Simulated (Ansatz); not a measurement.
The input, for Ansatz 0.2.0:

```yaml
crystal:
  periodic: [false, false, false]
  atoms:
    - {symbol: Si, position_ang: [0.000000, -0.094440, 0.592147]}
    - {symbol: O, position_ang: [0.000000, 0.091474, -1.126196]}
    - {symbol: H, position_ang: [0.000000, 1.179495, 1.376770]}
basis:
  gaussian: {orbitals: cc-pVDZ}
magnetization: {spin_polarized: false, initial_magnetization: 3}
correlation: {method: sc_nevpt2, electrons: outside_noble_gas, active_space: {window: {electrons: 5, orbitals: 5}}}
```

```sh
$ ansatz run in.yaml --threads 1 --pin off --events-out ev --progress --plain --max-ram 2393MiB
```

The program prints:

```
357 factors; integrals over basis functions are off by at most 1.0e-3 eV
mean field evaluation 1: about -9909.9299 eV, gradient 1.5e1 eV
mean field evaluation 2: about -9909.9587 eV, gradient 1.6e1 eV
mean field evaluation 4: about -9911.7389 eV, gradient 2.9e0 eV
mean field evaluation 8: about -9911.8908 eV, gradient 6.6e-1 eV
mean field evaluation 16: about -9911.9266 eV, gradient 3.6e-5 eV
mean field evaluation 32: about -9911.9709 eV, gradient 6.8e-4 eV
mean field evaluation 64: about -9911.9526 eV, gradient 7.0e-2 eV
mean field evaluation 96: about -9911.9266 eV, gradient 1.4e-6 eV
mean field -9911.97088983 eV, -364.2582116260 hartree, gradient 1.4e-6 eV, S^2 3.750000; 8 other end points of the search recorded, 0 dependent functions left out
reference -9911.97088983 eV, -364.2582116260 hartree; 13, 10 occupied and 24, 27 virtual orbitals, 357 factors
state -9912.50635405 eV, -364.2778895731 hartree
state -9912.50635405 eV, -364.2778895731 hartree; corrected -9917.53789012 eV, -364.4627951135 hartree
state -9912.38658317 eV, -364.2734880745 hartree
state -9912.38658317 eV, -364.2734880745 hartree; corrected -9917.53443350 eV, -364.4626680847 hartree
state -9912.50635405 eV, -364.2778895731 hartree; corrected -9917.53789012 eV, -364.4627951135 hartree
2 active orbitals were swapped for others, from the solution at -9912.38657708 eV, -364.2734878509 hartree to that at -9912.50632979 eV, -364.2778886815 hartree; typed "places" are swapped only where nearly empty or full, and so, without "given_window_search", are "orbital_numbers", "shells" and a window whose orbitals a file names under [Active]
Total energy: -9917.53789012 eV, -364.4627951135 hartree
```

Natural occupations: 1.9789 1.0011 1.0005 0.9995 0.0200.

For the same geometry and basis UCCSDT(Q) lies 935.7 meV lower.

Ran on 1 thread of Arm Neoverse V2, shared host: 1.5 s wall, 0.2 GiB peak host memory.
